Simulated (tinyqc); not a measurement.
UKS/PBE in the sto-6g basis, for NH, spin multiplicity 3, step by step (part 2 of 2). Computed by tinyqc, a small Python program that keeps every step (integrals from PySCF). Command: `OMP_NUM_THREADS=1 python tinyqc.py 27663 27664 out.jsonl` (the two numbers bound the seeds that draw the settings). One thread of a shared host (Intel(R) Xeon(R) Processor @ 2.60GHz), about 2 s of CPU time with the checks.

Geometry (angstrom):
```
atom        x        y        z
N     0.00000  0.00000  0.00000
H     0.00000  0.00000  1.94300
```

## Iteration 2: diagonalisation and new density

F(alpha) (hartree), order 1N 1s, 1N 2s, 1N 2px, 1N 2py, 1N 2pz, 2H 1s:
$$\begin{pmatrix}
-14.08392 & -3.39385 & -0.00287 & -0.00187 & 0.00205 & -0.10392 \\
-3.39385 & -1.22893 & -0.01548 & -0.00102 & -0.02293 & -0.11636 \\
-0.00287 & -0.01548 & 0.04340 & -0.01151 & -0.01406 & -0.00148 \\
-0.00187 & -0.00102 & -0.01151 & 0.02921 & 0.01912 & 0.00087 \\
0.00205 & -0.02293 & -0.01406 & 0.01912 & 0.04690 & -0.08977 \\
-0.10392 & -0.11636 & -0.00148 & 0.00087 & -0.08977 & -0.32503
\end{pmatrix}$$

F(beta) (hartree), order 1N 1s, 1N 2s, 1N 2px, 1N 2py, 1N 2pz, 2H 1s:
$$\begin{pmatrix}
-13.93833 & -3.36959 & -0.00418 & 0.00105 & -0.00042 & -0.10316 \\
-3.36959 & -1.12260 & -0.01391 & 0.00136 & -0.02181 & -0.11039 \\
-0.00418 & -0.01391 & 0.14665 & 0.00754 & 0.01182 & -0.00032 \\
0.00105 & 0.00136 & 0.00754 & 0.16575 & -0.01052 & -0.00017 \\
-0.00042 & -0.02181 & 0.01182 & -0.01052 & 0.12593 & -0.08532 \\
-0.10316 & -0.11039 & -0.00032 & -0.00017 & -0.08532 & -0.31571
\end{pmatrix}$$

X, order 1N 1s, 1N 2s, 1N 2px, 1N 2py, 1N 2pz, 2H 1s:
$$\begin{pmatrix}
1.02064 & -0.11938 & 0.00000 & 0.00000 & -0.00080 & 0.00693 \\
-0.11938 & 1.02599 & 0.00000 & 0.00000 & 0.00597 & -0.06056 \\
0.00000 & 0.00000 & 1.00000 & 0.00000 & 0.00000 & 0.00000 \\
0.00000 & 0.00000 & 0.00000 & 1.00000 & 0.00000 & 0.00000 \\
-0.00080 & 0.00597 & 0.00000 & 0.00000 & 1.00652 & -0.06645 \\
0.00693 & -0.06056 & 0.00000 & 0.00000 & -0.06645 & 1.01179
\end{pmatrix}$$

D(alpha) after iteration 1, order 1N 1s, 1N 2s, 1N 2px, 1N 2py, 1N 2pz, 2H 1s:
$$\begin{pmatrix}
1.05207 & -0.24908 & -0.01926 & 0.00477 & 0.01740 & 0.02237 \\
-0.24908 & 1.04704 & -0.03353 & 0.00902 & 0.02585 & -0.00113 \\
-0.01926 & -0.03353 & 0.89756 & 0.02582 & 0.09067 & 0.08485 \\
0.00477 & 0.00902 & 0.02582 & 0.99347 & -0.02195 & -0.02569 \\
0.01740 & 0.02585 & 0.09067 & -0.02195 & 0.90527 & -0.05695 \\
0.02237 & -0.00113 & 0.08485 & -0.02569 & -0.05695 & 0.23367
\end{pmatrix}$$

D(beta) after iteration 1, order 1N 1s, 1N 2s, 1N 2px, 1N 2py, 1N 2pz, 2H 1s:
$$\begin{pmatrix}
0.85901 & -0.08797 & 0.01714 & -0.05725 & 0.08406 & 0.00808 \\
-0.08797 & 0.86686 & -0.03487 & 0.00701 & 0.00300 & -0.01376 \\
0.01714 & -0.03487 & 0.35702 & -0.14425 & -0.18616 & 0.04399 \\
-0.05725 & 0.00701 & -0.14425 & 0.17156 & 0.24102 & -0.07316 \\
0.08406 & 0.00300 & -0.18616 & 0.24102 & 0.59376 & -0.05039 \\
0.00808 & -0.01376 & 0.04399 & -0.07316 & -0.05039 & 0.20836
\end{pmatrix}$$

overlap S, order 1N 1s, 1N 2s, 1N 2px, 1N 2py, 1N 2pz, 2H 1s:
$$\begin{pmatrix}
1.00000 & 0.22942 & 0.00000 & 0.00000 & 0.00000 & 0.00700 \\
0.22942 & 1.00000 & 0.00000 & 0.00000 & 0.00000 & 0.11604 \\
0.00000 & 0.00000 & 1.00000 & 0.00000 & 0.00000 & 0.00000 \\
0.00000 & 0.00000 & 0.00000 & 1.00000 & 0.00000 & 0.00000 \\
0.00000 & 0.00000 & 0.00000 & 0.00000 & 1.00000 & 0.13033 \\
0.00700 & 0.11604 & 0.00000 & 0.00000 & 0.13033 & 1.00000
\end{pmatrix}$$

Diagonalise F' = X^T F X, C = X C', fill 5 alpha and 3 beta electrons from the bottom; D(s) = C_occ C_occ^T; the new density keeps 0.3 of the old one (damping). Each column has its largest component positive (the first on a tie).

F' = X^T F X (alpha) (hartree):
$$\begin{pmatrix}
-13.86301 & -1.73077 & -0.00108 & -0.00179 & 0.00179 & 0.00836 \\
-1.73077 & -0.65145 & -0.01553 & -0.00077 & -0.01598 & -0.04869 \\
-0.00108 & -0.01553 & 0.04340 & -0.01151 & -0.01415 & 0.00036 \\
-0.00179 & -0.00077 & -0.01151 & 0.02921 & 0.01918 & -0.00034 \\
0.00179 & -0.01598 & -0.01415 & 0.01918 & 0.05787 & -0.07250 \\
0.00836 & -0.04869 & 0.00036 & -0.00034 & -0.07250 & -0.31017
\end{pmatrix}$$

orbital energies (alpha) (hartree): MO1 -14.08599, MO2 -0.45011, MO3 -0.30292, MO4 0.02021, MO5 0.03879, MO6 0.08586

coefficients C (alpha), order 1N 1s, 1N 2s, 1N 2px, 1N 2py, 1N 2pz, 2H 1s:
$$\begin{pmatrix}
0.99702 & -0.22764 & 0.10035 & 0.00248 & 0.00747 & -0.00160 \\
0.01271 & 0.93366 & -0.44451 & -0.01345 & -0.02786 & 0.01375 \\
0.00022 & 0.03069 & -0.01113 & 0.29598 & 0.87647 & -0.37833 \\
0.00013 & -0.00129 & -0.00967 & 0.91940 & -0.15448 & 0.36158 \\
0.00000 & 0.06444 & 0.10454 & -0.25818 & 0.45479 & 0.85379 \\
-0.00102 & 0.31163 & 0.93339 & 0.07404 & -0.11535 & -0.21148
\end{pmatrix}$$

F' = X^T F X (beta) (hartree):
$$\begin{pmatrix}
-13.71574 & -1.73577 & -0.00262 & 0.00092 & -0.00097 & 0.00894 \\
-1.73577 & -0.54406 & -0.01369 & 0.00122 & -0.01406 & -0.04961 \\
-0.00262 & -0.01369 & 0.14665 & 0.00754 & 0.01183 & -0.00029 \\
0.00092 & 0.00122 & 0.00754 & 0.16575 & -0.01057 & 0.00045 \\
-0.00097 & -0.01406 & 0.01183 & -0.01057 & 0.13740 & -0.07393 \\
0.00894 & -0.04961 & -0.00029 & 0.00045 & -0.07393 & -0.30122
\end{pmatrix}$$

orbital energies (beta) (hartree): MO1 -13.94064, MO2 -0.36842, MO3 -0.26455, MO4 0.13167, MO5 0.15965, MO6 0.17107

coefficients C (beta), order 1N 1s, 1N 2s, 1N 2px, 1N 2py, 1N 2pz, 2H 1s:
$$\begin{pmatrix}
0.99684 & -0.17692 & 0.17597 & 0.00449 & 0.00537 & -0.00022 \\
0.01346 & 0.71148 & -0.75052 & -0.02421 & -0.01882 & -0.00158 \\
0.00031 & 0.01637 & -0.02477 & 0.67323 & 0.73356 & 0.08820 \\
-0.00008 & 0.00006 & 0.00411 & -0.34922 & 0.21086 & 0.91300 \\
0.00019 & 0.07848 & 0.05843 & -0.65382 & 0.64838 & -0.40010 \\
-0.00110 & 0.63108 & 0.76266 & 0.15519 & -0.14140 & 0.08854
\end{pmatrix}$$

D(alpha) after iteration 2, order 1N 1s, 1N 2s, 1N 2px, 1N 2py, 1N 2pz, 2H 1s:
$$\begin{pmatrix}
1.05482 & -0.24603 & -0.00620 & 0.00184 & 0.00423 & 0.02144 \\
-0.24603 & 1.06341 & -0.00642 & -0.00078 & 0.01091 & -0.08555 \\
-0.00620 & -0.00642 & 0.86908 & 0.10350 & 0.25331 & -0.03055 \\
0.00184 & -0.00078 & 0.10350 & 0.90652 & -0.22269 & 0.04582 \\
0.00423 & 0.01091 & 0.25331 & -0.22269 & 0.47358 & 0.01517 \\
0.02144 & -0.08555 & -0.03055 & 0.04582 & 0.01517 & 0.76108
\end{pmatrix}$$

D(beta) after iteration 2, order 1N 1s, 1N 2s, 1N 2px, 1N 2py, 1N 2pz, 2H 1s:
$$\begin{pmatrix}
0.99687 & -0.19757 & 0.00028 & -0.01673 & 0.02282 & 0.01744 \\
-0.19757 & 1.00883 & 0.01071 & -0.00003 & 0.00929 & -0.09051 \\
0.00028 & 0.01071 & 0.10772 & -0.04334 & -0.05596 & 0.00720 \\
-0.01673 & -0.00003 & -0.04334 & 0.05148 & 0.07248 & -0.01973 \\
0.02282 & 0.00929 & -0.05596 & 0.07248 & 0.18483 & 0.05075 \\
0.01744 & -0.09051 & 0.00720 & -0.01973 & 0.05075 & 0.74846
\end{pmatrix}$$

## Convergence

Stop when the energy changes by less than 1e-08 hartree and every element of the error matrix X^T (F D S - S D F) X (for each spin) is below 3e-05.

Course of the cycle:
```
iteration  E (hartree)     change  largest element of the error matrix
1          -47.4285293          -                             5.25e+00
2          -52.5334568  -5.10e+00                             1.46e+00
3          -54.0040433  -1.47e+00                             4.41e-01
4          -54.4432649  -4.39e-01                             1.28e-01
5          -54.5701235  -1.27e-01                             9.46e-02
6          -54.6151500  -4.50e-02                             9.56e-02
7          -54.6232341  -8.08e-03                             9.66e-02
8          -54.6323753  -9.14e-03                             9.62e-02
9          -54.6294664   2.91e-03                             9.71e-02
10         -54.6354529  -5.99e-03                             9.65e-02
11         -54.6313454   4.11e-03                             9.75e-02
12         -54.6370635  -5.72e-03                             9.67e-02
13         -54.6326409   4.42e-03                             9.82e-02
14         -54.6383576  -5.72e-03                             9.69e-02
...                ...        ...                                  ...
54         -54.6445853  -5.86e-03                             1.11e-01
55         -54.6387477   5.84e-03                             1.11e-01
56         -54.6446039  -5.86e-03                             1.11e-01
57         -54.6387624   5.84e-03                             1.11e-01
58         -54.6446189  -5.86e-03                             1.11e-01
59         -54.6387742   5.84e-03                             1.11e-01
60         -54.6446310  -5.86e-03                             1.11e-01
61         -54.6387837   5.85e-03                             1.11e-01
62         -54.6446408  -5.86e-03                             1.11e-01
63         -54.6387914   5.85e-03                             1.11e-01
64         -54.6446487  -5.86e-03                             1.11e-01
65         -54.6387976   5.85e-03                             1.11e-01
66         -54.6446550  -5.86e-03                             1.11e-01
67         -54.6388026   5.85e-03                             1.11e-01
```

PySCF UKS in the same basis, fine grid, after a stability check = -54.8473543 hartree

Not converged within the cap of 67 iterations: the residual has stopped falling: the iteration swings between two states. Reruns (cap 100 unless said): DIIS 8: converged in 16; damping 0.5: not converged; level shift 0.5: converged in 53; atomic densities as start, DIIS 8: converged in 11; the original settings with a cap of 400: not converged.
